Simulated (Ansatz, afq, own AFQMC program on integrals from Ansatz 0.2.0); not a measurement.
## Mn, sextet: AFQMC among the cluster methods

A free Mn atom.

Basis def2-TZVPP. Noble-gas cores (and the filled d shells of Ga–Kr and In–Xe) are frozen. Integrals, coupled cluster, full CI and functionals: Ansatz 0.2.0; the random walks run on the same integrals in our own AFQMC program. The CISD trial takes its coefficients from CCSD amplitudes. Released means that phaseless walkers are propagated on without the constraint, phases kept. ± is one standard error of the sampling. The metal's outer-core s and p shells are frozen, which shifts wave-function levels against functionals.

Determinant: UHF, the one that the program's search chose, which needn't be the lowest solution.

No full CI on the walks' own integrals is used here; CCSDT(Q) serves as the reference and is uncertain by about the last step of the cluster series.

Cautions: no relativity below Rb; outer-core shells of the metal frozen.

The T1 diagnostic is 0.0217, the weight of the determinant in the CISD state is 0.916 and the ⟨S²⟩ of the determinant is 8.770. The size of the correlated space is 7 electrons in 55 orbitals.

Reference: CCSDT(Q), correlation energy -3.687 eV. The released energy is read at 4.20 1/Eh (meV from the phaseless value at times in 1/Eh: -5.0 ± 1.9 at 0.60, -6.0 ± 2.3 at 1.20, -6.5 ± 1.6 at 2.00, -7.4 ± 1.9 at 3.00, -7 ± 3 at 4.20).

```
         level  E − E(reference) (mEh)  share of correlation (%)
            HF                  135.50                      0.00
           MP2                   18.92                     86.04
          CCSD                    4.22                     96.88
       CCSD(T)                    0.56                     99.59
         CCSDT                    0.08                     99.94
   ph-AFQMC/HF             1.28 ± 0.63                     99.05
 ph-AFQMC/CISD             0.36 ± 0.06                     99.74
released AFQMC             0.11 ± 0.12                     99.92
```

A walk keeps the symmetry of its determinant, which the program's search chose and which needn't be the lowest solution, so a lower state of the same spin and another symmetry isn't excluded. Released energies are given only where the last usable release times agree within the noise; a slower fall can still hide under it.
